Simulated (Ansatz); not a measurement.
A made-up structure of AlBSiH5, doublet:

```xyz
8
angstrom
B 0.7344 -1.6730 0.8024
Si 0.2928 0.6474 0.2623
Al -1.0095 1.2762 -1.0578
H -1.8316 0.2594 -1.8327
H -1.2170 2.7580 -1.3250
H 1.0766 1.6849 0.9958
H 0.1405 -2.4870 0.2482
H 1.5206 -1.9521 1.5939
```

It is relaxed with PBE-D4/def2-SVP and then PBE0-D4/def2-TZVP (Ansatz 0.2.0). Atoms count as bonded within 1.22 times the sum of their covalent radii (H–H: 0.88 Å). The end point is not checked to be a true minimum.

Q: Does its bonding change? (Judge from chemistry; the calculation decides.)

A: By the calculation: Yes. Formed: B1–Si2; broken: none.

Where it ends: The first stage lowers the energy by 2.64 eV in 7 steps. It ends as AlBSiH₅ ([BH2][SiH][AlH2]):
```tsv
atom	x (Å)	y (Å)	z (Å)
B1	0.7576	-1.4884	0.8167
Si2	0.4480	0.4054	0.4274
Al3	-1.1391	1.2712	-1.1861
H4	-2.0166	0.2422	-2.0143
H5	-1.2941	2.8347	-1.4062
H6	1.2592	1.3997	1.1901
H7	0.1295	-2.3184	0.2288
H8	1.5622	-1.8326	1.6307
```

Labels in which every atom is bracketed show which atoms are joined, not bond orders.

For scale, one of the runs: PBE0-D4/def2-TZVP relaxation, 135 basis functions, launched by `ansatz run in.yaml --threads 2 --pin off --events-out ev --progress --plain --max-ram 4352MiB`. The run took about 19 s on 2 CPU threads of an Intel Xeon Platinum 8259CL (shared host).
